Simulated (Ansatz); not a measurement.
CsNi3: from a trial structure to a relaxed crystal

Computed with Ansatz 0.2.0, DFT PBE, scalar-relativistic, plane waves, PAW.

CsNi3 was placed on the Cu3Au (L1_2) structure type (Pm-3m, No. 221), with Cs in place of Au, Ni in place of Cu, at a guessed volume.

The final relaxation ran on this input, with the default PAW datasets:

```yaml
crystal:
  lattice:
    - [4.0461452892, 0.0, 0.0]
    - [0.0, 4.0461452892, 0.0]
    - [0.0, 0.0, 4.0461452892]
  atoms:
    - { symbol: Cs, position: [0.0, 0.0, 0.0] }
    - { symbol: Ni, position: [0.0, 0.5, 0.5], spin: 0.51 }
    - { symbol: Ni, position: [0.5, 0.0, 0.5], spin: 0.51 }
    - { symbol: Ni, position: [0.5, 0.5, 0.0], spin: 0.51 }
basis:
  ecutwfc: 420
kpoints:
  mp_grid: { grid: [12, 12, 12] }
hamiltonian:
  xc: pbe
scf:
  occupations: { method: gaussian, width: 0.1 }
output:
  forces: true
  stress: true
  eigenvalues: true
  populations: true
magnetization:
  spin_polarized: true
relax:
  adjacent_minimum: "off"
  f_tol: 0.01
  max_steps: 80
  cell: { stress_tol: 0.05 }
```

Launched as:

```bash
ansatz run input.yaml --threads 1 --pin off --max-ram 2560MiB --backend cpu --events-out ev --progress --plain --runs-dir out
```

Time: 52 s on 1 thread of Intel(R) Xeon(R) 6975P-C (Granite Rapids), on a shared host, peak memory 0.65 GiB.

End of the output:

```
SCF converged after 9 iterations
Magnetization: 1.0885 μB (32.0443 up, 30.9557 down)
Absolute magnetization: 1.3789 μB (∫|ρ↑−ρ↓|, with the PAW one-centre terms)
Spin contamination: 0.0174 ħ² per cell (⟨S²⟩ above its minimum at these occupations)
Per-site moments (μB) at R_I (Å): [(-0.012612, 1.177580), (0.401948, 1.177580), (0.401948, 1.177580), (0.401948, 1.177580)]
Free energy (F): -23184.724488 eV
Harris-Foulkes:  -23184.724488 eV  (|F-HF|=3.27e-11)
Internal energy: -23184.697607 eV  (E = F + TS)
E sigma→0 (E₀):  -23184.711047 eV
Entropy (-TS):   -0.026881 eV (-6.720 meV/atom)
Fermi energy:    13.842360 eV
--- Per-component energies (eV) ---
  E_band       = -1010.246095
  E_kinetic    = 1000.441543
  E_local      = -12894.279816  (includes V_loc(G=0)·N_el)
  E_nonlocal   = 1969.934755
  E_hartree    = 5506.626909
  E_xc         = -425.139246
  E_vxc        = -450.091524  (∫ρ·V_xc dr)
  E_paw        = -9984.884915  (= ΣΔE_a)
  E_vpaw       = -1649.505264  (= ΣTr[D̂ρ^β])
  E_aug_tail   = 0.001265  (compensation charges beyond the density's cutoff)
  E_ewald      = -8357.398102
  E_smearing   = -0.026881  (= −TS)
  E_closure    =  0.000000  (closes the sum)
  Σ components = -23184.724488   (vs F -23184.724488, Δ=0.00e0)
--- Forces (eV/Å), atoms counted from 1 ---
  atom   1  Cs     0.00000000     0.00000000     0.00000000
  atom   2  Ni     0.00000000     0.00000000     0.00000000
  atom   3  Ni     0.00000000     0.00000000     0.00000000
  atom   4  Ni     0.00000000     0.00000000     0.00000000
  max |Σ_I F_I| component: 1.51e-29 eV/Å
--- Stress (GPa, compression-positive) ---
       -0.043403       0.000000       0.000000
        0.000000      -0.043403       0.000000
        0.000000       0.000000      -0.043403
  P = ⅓ Tr σ = -0.0434 GPa (-0.434 kbar)
  k-point 0 ↑: bands = ["-88.7378", "-88.7331", "-88.7331", "-49.2359", "-49.2359", "-49.2359", "-49.1225", "-49.1225", "-49.1225", "-49.1205", "-49.1205", "-49.1205", "-8.0820", "5.1918", "5.1918", "5.1918", "8.9169", "10.7769", "10.7769", "11.4392", "11.4392", "11.4392", "11.9416", "12.6867", "12.6867", "12.6867", "13.2702", "13.2702", "13.4697", "13.5191", "13.5191", "13.5191", "16.9814", "16.9814", "18.2650", "18.2650", "18.2650", "22.0570", "22.0570"]
  k-point 1 ↑: bands = ["-88.7377", "-88.7332", "-88.7331", "-49.2358", "-49.2358", "-49.2357", "-49.1227", "-49.1225", "-49.1225", "-49.1206", "-49.1206", "-49.1205", "-8.0720", "5.0159", "5.1906", "5.1906", "9.0660", "10.8200", "10.8886", "11.4551", "11.4714", "11.4714", "11.9829", "12.6698", "12.7097", "12.7097", "13.2561", "13.2698", "13.4496", "13.4730", "13.4730", "13.5191", "16.6898", "16.9806", "18.1926", "18.1926", "18.4398", "21.5133", "21.5133"]
  k-point 2 ↑: bands = ["-88.7375", "-88.7334", "-88.7331", "-49.2356", "-49.2356", "-49.2354", "-49.1231", "-49.1225", "-49.1225", "-49.1208", "-49.1208", "-49.1206", "-8.0444", "4.6007", "5.1874", "5.1874", "9.4177", "10.9450", "11.1709", "11.5013", "11.5651", "11.5651", "12.1091", "12.6212", "12.7764", "12.7764", "13.2181", "13.2642", "13.3453", "13.3453", "13.3926", "13.5193", "16.0553", "16.9784", "17.9388", "17.9388", "18.8351", "21.0668", "21.1537"]
  k-point 83 ↓: bands = ["-88.2384", "-88.2384", "-88.2384", "-48.7041", "-48.6884", "-48.6884", "-48.6884", "-48.6650", "-48.6650", "-48.6614", "-48.6614", "-48.6614", "-7.7313", "4.2284", "4.2284", "4.2284", "10.6716", "10.6716", "10.6716", "12.6167", "12.7443", "12.7443", "12.7443", "13.0043", "13.0043", "13.0043", "13.1836", "13.1836", "13.4318", "13.9666", "13.9666", "13.9666", "15.7767", "15.7767", "15.7767", "19.6763", "19.6763", "19.6763", "24.1543"]
--- Relaxed structure (2 steps of the walk, 2 accepted, 1 SCFs on fresh bases) ---
  F+E_penalty+E_count = -23184.72448815 eV   max|allowed force component| = 1.479e-29 eV/Å   (the final SCF, on the basis selected at the relaxed cell)
  cell:  # Å, volume = 65.8028 Å³
    - [4.037211, 0.000000, 0.000000]
    - [0.000000, 4.037211, 0.000000]
    - [0.000000, 0.000000, 4.037211]
  atoms:
    - { symbol: Cs, position: [0.000000, 0.000000, 0.000000] }
    - { symbol: Ni, position: [0.000000, 0.5, 0.5] }
    - { symbol: Ni, position: [0.5, 0.000000, 0.5] }
    - { symbol: Ni, position: [0.5, 0.5, 0.000000] }
--- Löwdin populations: 4 sites ---
  site symbol q [e]    m [muB]
     0     Cs      8.1327     0.0067
     1     Ni     17.9064     0.3929
     2     Ni     17.9064     0.3929
     3     Ni     17.9064     0.3929
  spilling = 0.018224 (of n_electrons = 63.000000)
```

Total energies depend on the potentials used, so only differences within one code and one set of settings carry meaning.

The result has space group Pm-3m (No. 221). Around Cs lie 12 Ni at 2.85 Å; Ni is coordinated by 4 Cs at 2.85 Å and 8 Ni at 2.85 Å.

Against the elements it lies at 1.30 eV/atom. Energies over the elements count from the elements' standard structures at the same level, with no empirical corrections.

The k mesh leaves about 4 meV/atom of noise in metals.

Symmetry constrained the relaxation, so the result can be a saddle point.